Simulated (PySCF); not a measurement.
# C2H5F: the cost of one run

Programs: PySCF 2.14.0, with density-fitted response routines of our own. Each step states its level of theory. These are calculated values for one molecule, in the gas phase or a continuum, unless marked as measured. Atoms count from 0, in the outputs and in this text.

## 1. Starting geometry

8 atoms, charge 0, multiplicity 1; geometry from: GFN2-xTB. The atoms were then displaced at random by about 0.01 Å, so the start is not that level's minimum.

Bonds of the start (Å): C0–C1 1.49, C1–F2 1.37, C0–H3 1.08, C0–H4 1.12, C0–H5 1.07, C1–H6 1.10, C1–H7 1.09.

## 2. Geometry optimisation at PBE0-D3(BJ)/def2-TZVP

What the job is given:

```
{"job": {"xc": "PBE0", "basis": "def2-TZVP", "d3": "d3bj", "grid": 2, "shake": 0.01, "kind": "geom"}, "charge": 0, "multiplicity": 1}
C     -0.758390    -0.038260    -0.045780
C      0.730010    -0.066000     0.013460
F      1.213050     1.142970     0.440770
H     -1.156740     0.203920     0.929930
H     -1.101890     0.758750    -0.748900
H     -1.162240    -0.965620    -0.396050
H      1.188440    -0.245160    -0.968710
H      1.102900    -0.809750     0.722810
```

The run is started by

```console
> OMP_NUM_THREADS=1 python probes_run.py task.json out
```

This one command runs all jobs of the session in turn.

**Question.** How long does this first job take on 1 thread of Arm Neoverse N1, shared host, and how much memory does it need?

About 37 s, with a peak of 0.53 GiB.
